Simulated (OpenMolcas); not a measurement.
Exact exchange and the HOMO–LUMO gap of [CHO2]− (formate(1-))

[CHO2]− has 4 atoms, charge -1, and is taken as a singlet. SMILES: `O=C[O-]`. The coordinates come from a PBE0-D4/def2-TZVPD relaxation.

The HOMO–LUMO gap y, in eV, basis cc-pVTZ; a is the functional's share of exact exchange. Programs: OpenMolcas 26.06.

| functional | program | a | y (eV) |
| --- | --- | --- | --- |
| BLYP | OpenMolcas | 0 | 5.73 |
| revPBE | OpenMolcas | 0 | 5.75 |
| B3LYP | OpenMolcas | 0.2 | ? |
| PBE0 | OpenMolcas | 0.25 | 8.21 |
| BHLYP | OpenMolcas | 0.5 | 10.31 |

Question: Fit y = c + s·a to the known rows and predict B3LYP.

Answer: 
1. Means of the 4 rows: a = 0.1875, y = 7.500.
2. Σ(Δa)² = 0.17188, Σ(Δa·Δy) = 1.5825, so the slope is 1.5825/0.17188 = 9.207.
3. Intercept: 7.500 − (9.207) × 0.1875 = 5.774. The largest residual of the fit is 0.13.
4. B3LYP: 5.774 + (9.207) × 0.2 = 7.62 eV.

The run gave 7.62 eV, so the prediction is off by 0.00 eV: they agree to the digits shown. Exact exchange lowers occupied levels and raises empty ones.
